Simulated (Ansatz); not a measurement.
Two isomers of C2H6N2: A = `C1NCN1`, B = `N=CCN`.

Gas-phase electronic energies from Ansatz, PBE0-D4/def2-TZVP geometries. CCSD(T)/CBS is the MP2 limit (def2-TZVPP, def2-QZVPP) plus CCSD(T) − MP2 in def2-TZVPP, frozen cores. Functionals use def2-TZVPP. B3LYP here is the variant with VWN-RPA as its local correlation; programs differ in this. One conformer a species, not always the lowest.

Which isomer does CCSD(T)/CBS put lower? Give the gap. (An estimate is asked.)

Computed: B, by 22.8 kcal/mol.

Give E(B) − E(A) in kcal/mol with r2SCAN-D4, B3LYP, CCSD(T)/def2-TZVPP, CCSD/def2-TZVPP, HF/def2-TZVPP, PBE-D4, B2PLYP. (An estimate is asked.)

Computed: r2SCAN-D4 -23.1, B3LYP -24.8, CCSD(T)/def2-TZVPP -22.9, CCSD/def2-TZVPP -22.4, HF/def2-TZVPP -24.2, PBE-D4 -21.6, B2PLYP -24.2. None reverses the order clearly.

Does the order hold for the free energy at 298.15 K (harmonic terms from PBE0-D4)? (Best estimate.)

Ansatz gave: Yes: G(B) − G(A) = -25.3 kcal/mol, for one conformer each.

Largest T1 diagnostic: 0.011.

From PBE to PBE0 (25 % exact exchange), in def2-TZVPP and without D4, E(B) − E(A) moves by +1.9 kcal/mol. Leaving LDA and LC-ωPBE aside and taking each functional with its dispersion term where it has one, the values, not all of them listed here, spread over 7.0 kcal/mol, from BLYP-D4 to PBE-QIDH. LDA lies +3.9 kcal/mol from PBE without D4.
